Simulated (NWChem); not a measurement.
# Correlation energy of propane (C$_{3}$H$_{8}$)

SMILES: CCC
```xyz
11

C     -1.2711     0.0000    -0.2568
C      0.0000     0.0000     0.5793
C      1.2711     0.0000    -0.2568
H     -2.1740     0.0000     0.3732
H     -1.3212     0.8875    -0.9087
H     -1.3212    -0.8875    -0.9087
H      0.0000    -0.8792     1.2469
H      0.0000     0.8792     1.2469
H      2.1740     0.0000     0.3732
H      1.3212    -0.8875    -0.9087
H      1.3212     0.8875    -0.9087
```
Charge 0, spin multiplicity 1.

All runs are NWChem calculations. The geometry was optimised at PBE0/def2-SVP, a minimum by its harmonic frequencies.

Basis set: cc-pVDZ. Each correlation energy counts from its own Hartree-Fock reference.

The correlated methods keep 3 core orbitals frozen. Coupled-cluster values serve here as a point of comparison, not as the truth.

Order these methods by the correlation energy they give, lowest first: SCS-MP2, CCSD, RI-MP2, CR-CCSD[T].

CR-CCSD[T] (-506.3 mHa), CCSD (-495.9 mHa), SCS-MP2 (-451.8 mHa), RI-MP2 (-445.8 mHa)
